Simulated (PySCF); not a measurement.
Compound: NH₃.
SMILES: `N`

Level of theory: PBE0-D3(BJ)/def2-SVP geometry optimisation, gas phase in PySCF 2.14.0.

Masses are those of the commonest isotopes; rigid-rotor values at the optimised geometry. 

(1) What are A, B and C (cm⁻¹)?

(2) What kind of rotor is it?

(3) Is it planar, by Δ = Ic − Ia − Ib?

(4) Give the other two planar moments, Paa and Pbb, and the rms extents of the mass along the axes.

(5) Where do the R-branch lines fall?

(6) Estimate the classical rotational partition function at 298.15 K.

Answers

(1) Ia = 1.73, Ib = 1.73, Ic = 2.65 u·Å²; 505379 MHz·u·Å²/I gives 291974, 291965 and 190753 MHz, that is A = 9.73921, B = 9.73891, C = 6.36283 cm⁻¹.

(2) An oblate symmetric top, as the point group C3v requires two equal moments; the computed ones differ by 0.00 % because the geometry is symmetric only within the optimiser's tolerance: κ = (2 × 291965 − 291974 − 190753)/(291974 − 190753) = 1.00.

(3) Not planar: Δ = Ic − Ia − Ib = -0.81 u·Å². For a rigid frame Δ = −2 Σ m c², so Σ m c² = 0.41 u·Å² lies off the ab plane: 0.33 from hydrogen and 0.07 from heavier atoms. The atom farthest from that plane is 0.33 Å away.

(4) Paa = Σ m a² = (Ib + Ic − Ia)/2 = 1.32 and Pbb = Σ m b² = (Ia + Ic − Ib)/2 = 1.32 u·Å². With the mass M = 17.03 u, the rms extents √(P/M) along a, b and c are 0.28, 0.28, 0.15 Å.

(5) The dipole of 1.79 D lies along the symmetry axis, so ΔK = 0 and J+1 ← J falls at 2B(J+1) for every K: 583.94 GHz, 1167.88 GHz, 1751.82 GHz, 2335.76 GHz, 2919.70 GHz for J = 0 to 4. Inversion tunnelling, which a rigid rotor lacks, splits the real lines of ammonia.

(6) Point group C3v, symmetry number σ = 3; q = (√π/σ)·√((kT/h)³/(ABC)), k/h = 20836.6 MHz/K: 71.7 at 298.15 K.

No frequency check. Constants of a rigid frame at the computed geometry: no zero-point averaging, no centrifugal distortion.

Rough CPU time on one thread of a shared machine: under 1 s. These figures are those of the optimisation.
